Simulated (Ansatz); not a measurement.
**fcc Rh**

Method: LDA in Ansatz (PAW).

Settings: plane-wave cutoff 520 eV, 30×30×30 k mesh, Fermi–Dirac smearing 0.062 eV (set by the program), no spin polarisation, scalar-relativistic PAW data made under PBE.

Cell (relaxed at this level):

Space group Fm-3m (No. 225); a = b = c = 3.7537 Å, α = β = γ = 90.00°

```json
[
 {"atom": "Rh", "site": "4a", "symmetry": "m-3m", "x": "0.0000", "y": "0.0000", "z": "0.0000"}
]
```
(The calculation used a cell of 1 atom; values per cell refer to that cell.)

| Quantity | Result |
|---|---|
| elastic constant C11 | 502 GPa |
| elastic constant C12 | 225 GPa |
| elastic constant C44 | 222 GPa |
| Voigt–Reuss–Hill bulk modulus | 318 GPa |
| Voigt–Reuss–Hill shear modulus (Hill average) | 184 GPa |
| Young modulus | 462 GPa |
| Poisson ratio | 0.257 |

Measured, for comparison: elastic constant C11 413 GPa, elastic constant C12 194 GPa, elastic constant C44 184 GPa (temperature not stated, not corrected to a static lattice; as tabulated in Mehl and Papaconstantopoulos (1996), arXiv:mtrl-th/9602003). Computed (rounded) less measured: elastic constant C11 +22 %, elastic constant C12 +16 %, elastic constant C44 +21 %.

Elastic constants are with the ions relaxed.

Cost on a shared machine: very roughly 8 core-minutes.

Ansatz is a first-principles code.
